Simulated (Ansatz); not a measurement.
`[NH2][Mg][SH]` + H–F → `[F][Mg][SH]` + NH₃ at 700 K and 1 bar (ligand exchange at a Mg–N bond).

Calculated with Ansatz (gas phase, PBE0-D4/def2-TZVP geometries, no zero-point term in ΔE). CCSD(T)/CBS is the MP2 limit (def2-TZVPP, def2-QZVPP) plus CCSD(T) − MP2 in def2-TZVPP, frozen cores. This one scheme is used for every species. For Mg outer-core shells are correlated without core-valence functions, which leaves a few kJ/mol of doubt a bond. One conformer a species, not always the lowest.

```
        species  CCSD(T)/CBS energy (Eh)  H − E (kJ/mol)  S (J/(mol·K))
`[NH2][Mg][SH]`               -654.24476           142.4          394.7
            H–F               -100.39570            45.2          198.5
  `[F][Mg][SH]`               -698.17668            70.8          349.5
            NH₃                -56.50880           116.9          226.5
```

H − E and S are ideal-gas, rigid-rotor, harmonic terms from PBE0-D4/def2-TZVP, for one conformer and one mirror image of each species. 1 Eh = 2625.50 kJ/mol, R = 8.31446 J/(mol·K).

**Question.** By hand: ΔE, ΔH, ΔS and ΔG.

**Answer.** ΔE = (-698.17668) + (-56.50880) − (-654.24476) − (-100.39570) = -0.04502 Eh = -118.2 kJ/mol. Δ(H − E) = 70.8 + 116.9 − 142.4 − 45.2 = 0.1, so ΔH = -118.1 kJ/mol. ΔS = 349.5 + 226.5 − 394.7 − 198.5 = -17.2 J/(mol·K). ΔG = -118.1 − 700 × (-17.2)/1000 = -106.1 kJ/mol.

**Question.** By hand: the equilibrium constant, and the temperature at which ΔG would vanish if ΔH and ΔS stayed fixed.

**Answer.** log₁₀ K = −ΔG/(RT ln 10) = 7.9. ΔG = 0 at ΔH/ΔS = 6866 K, far beyond where these terms or the molecules hold.

ΔH outweighs TΔS. A doubt of 5 kJ/mol in ΔE shifts log₁₀ K by 0.4 here. Other conformers and mirror images would add mixing entropy, several J/(mol·K) or more a flexible species. These are equilibria of isolated gas molecules and say nothing of rates. Largest T1 diagnostic: 0.011 (customary marks: 0.02 for closed shells, 0.045 for open ones).
